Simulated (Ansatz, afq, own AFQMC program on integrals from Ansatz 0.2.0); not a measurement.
Two steps: Ansatz 0.2.0 writes the Fock matrix and Cholesky factors of the valence space, and afq projects on them the lowest state that overlaps trial and start.

```yaml
crystal:
  periodic: [false, false, false]
  atoms:
    - {symbol: B, position_ang: [-0.743720, 0.006842, 0.005917]}
    - {symbol: C, position_ang: [0.459191, -0.004224, -0.003654]}
    - {symbol: H, position_ang: [0.825645, -1.038958, -0.001421]}
    - {symbol: H, position_ang: [0.846960, 0.512414, 0.883864]}
    - {symbol: H, position_ang: [0.832666, 0.503497, -0.902376]}
basis:
  gaussian: {orbitals: cc-pVDZ}
magnetization: {spin_polarized: true, initial_magnetization: 0}
correlation: {method: ccsd_t, electrons: outside_noble_gas, hamiltonian_folder: ham}
```

```sh
$ ansatz run in.yaml --threads 1 --pin off --events-out ev --progress --plain --max-ram 1382MiB
```

Options of the walk:

```
--method phaseless --trial cisd --walkers 60 --populations 1 --least-time 40 --time-step 0.005 --steps-per-block 50 --equilibration-blocks 28 --max-blocks 300 --target-error 0.00038 --factor-cut 1e-05 --start spin_pure --seed 4774 --release-times 0.24,0.51,0.99,1.62,2.4 --release-step 0.03 --release-every 4 --taylor-order 6
```

Times are imaginary, in 1/Eh. The walk had a cap of 656 s.

afq prints:

```
orbitals 41  electrons 5 5  factors 340 of 392
reference energy -64.08626933 Eh
CCSD correlation -0.23778313 Eh in 10 cycles, weight of the determinant in the CISD state 0.8830
energy of the start -64.324052 Eh
 block  time / (1/Eh)  mean weight  energy / Eh
     1     0.250  0.9994  -64.321307
     2     0.500  0.9985  -64.322900
     3     0.750  1.0001  -64.325692
     4     1.000  0.9993  -64.326269
     5     1.250  0.9974  -64.324547
     7     1.750  1.0017  -64.326108
     9     2.250  1.0007  -64.325788
    11     2.750  1.0004  -64.327369
    21     5.250  1.0002  -64.330648
    31     7.750  1.0015  -64.331931
    41    10.250  1.0008  -64.328030
    51    12.750  0.9992  -64.334755
    61    15.250  1.0003  -64.333645
    71    17.750  1.0005  -64.328502
    81    20.250  0.9984  -64.337514
    91    22.750  0.9994  -64.328399
   101    25.250  0.9966  -64.330669
   106    26.500  1.0020  -64.347370
   111    27.750  0.9975  -64.338612
   121    30.250  1.0002  -64.330680
   131    32.750  1.0013  -64.332965
   141    35.250  1.0013  -64.326057
   151    37.750  0.9998  -64.331510
   161    40.250  0.9983  -64.331356
   171    42.750  1.0000  -64.333676
   181    45.250  0.9993  -64.332893
   191    47.750  0.9988  -64.331831
   201    50.250  1.0004  -64.331103
   211    52.750  1.0006  -64.335057
   221    55.250  1.0029  -64.333663
   226    56.500  0.9993  -64.327824
blocks merged  error / Eh  count
     1  0.000250  200
     2  0.000309  100
     4  0.000360  50
     8  0.000378  25
    16  0.000368  12
released: time / (1/Eh)  energy / Eh  error  mean overlap
  0.24  -64.331613  0.000441  1.0043
  0.51  -64.332354  0.000401  0.9926
  0.99  -64.332379  0.000325  1.0030
  1.62  -64.331839  0.000478  1.0173
  2.40  -64.331832  0.000546  1.0335
energy -64.331970 +/- 0.000378 Eh
(rows thinned)
```

The run passed its tests (sampling time, drift between the halves within three errors, error under three times the target), which doesn't prove that it has relaxed.

Against this walk (error 10.3 meV) on the same determinant: CCSD(T) 31.0 meV higher, CCSDT(Q) 1.3 meV higher (within the noise). The error is statistical and leaves out the bias of the constraint. Released to 2.40 1/Eh the energy moves by 4 ± 18 meV (both errors), within twice the noise.

Cautions: constraint bias not in the error; an unrestricted solution with more broken spin lies lower (16 meV, ⟨S²⟩ 0.16), while this determinant keeps restricted orbitals.

The walk took 9.2 min on 1 thread of Intel(R) Xeon(R) Platinum 8375C CPU @ 2.90GHz (Ice Lake), on a shared host. The log's last line is the phaseless energy.

CCSDT and higher add their correlation energy to the determinant of the CCSD(T) run, since their own runs factorise the integrals more tightly (a shift of under 2 meV). A walk keeps the symmetry of its determinant, which the program's search chose and which needn't be the lowest solution, so a lower state of the same spin and another symmetry isn't excluded.
